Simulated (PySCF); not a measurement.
Tetramethylammonium, C4H12N (charge +1).
Geometry (PBE0-D3(BJ)/def2-SVP, Å), atoms numbered from 1 in this order:
```
atom  x, y, z in Å
C1    -0.177   -0.676   -1.319
N2    -0.001    0.001   -0.001
C3    -0.028    1.481   -0.195
C4    -1.107   -0.401    0.916
C5     1.309   -0.398    0.593
H6    -1.133   -0.366   -1.756
H7    -0.171   -1.762   -1.167
H8     0.648   -0.389   -1.983
H9     0.114    1.972    0.775
H10   -0.998    1.769   -0.619
H11    0.779    1.768   -0.880
H12   -2.067   -0.132    0.459
H13   -1.062   -1.485    1.078
H14   -0.989    0.124    1.872
H15    1.327   -1.487    0.721
H16    2.117   -0.088   -0.080
H17    1.424    0.094    1.567
```

Method used: core-valence-separated Tamm–Dancoff BHandHLYP/aug-pcX-1 (pcseg-1 on H) in PySCF, non-relativistic, gas phase, PBE0-D3(BJ)/def2-SVP geometry. The energies are unshifted.

(1) List the carbon K-edge absorption lines.

(2) What does the N 1s absorption edge look like?

## Answers

(1) 
```json
{"E (eV)": "286.43", "f": "0.2233", "core hole on": "C1/C3/C4/C5", "main final orbital": "LUMO+4 (4 roots, f summed)"}
{"E (eV)": "287.82", "f": "0.0037", "core hole on": "C1/C3/C4/C5", "main final orbital": "LUMO (4 roots, f summed)"}
{"E (eV)": "287.99", "f": "0.3262", "core hole on": "C1/C3/C4/C5", "main final orbital": "spread (8 roots, f summed)"}
```

The first line with a tenth or more of the strongest one's intensity is at 286.43 eV (f = 0.223, sum of 4), with the hole on C1/C3/C4/C5 (N-methyl carbon). The strongest listed is at 287.99 eV (f = 0.326, sum of 8; C1/C3/C4/C5).

(2) 
| E (eV) | f | core hole on | main final orbital |
| --- | --- | --- | --- |
| 404.36 | 0.0000 | N2 | LUMO+4 (72 %) |
| 404.39 | 0.1700 | N2 | spread (3 roots, f summed) |
| 405.44 | 0.0000 | N2 | LUMO (84 %) |

The first line with a tenth or more of the strongest one's intensity is at 404.39 eV (f = 0.170, sum of 3), with the hole on N2 (ammonium nitrogen). It is also the strongest listed.

Roots within 0.03 eV whose holes lie on the same, on equivalent or on shared atoms are summed into one line, and the highest roots are left out, as the search may have cut off their partners. Final orbitals are the ground state's empty Kohn–Sham orbitals.

**Question.** What is the summed oscillator strength of the listed C K lines, and their intensity-weighted mean energy?

**Answer.** Σf = 0.553 over 3 lines from 286.43 to 287.99 eV; the weighted mean is 287.36 eV. The strongest line holds 59 % of the sum.

The list ends where the root search ended, not at a threshold.
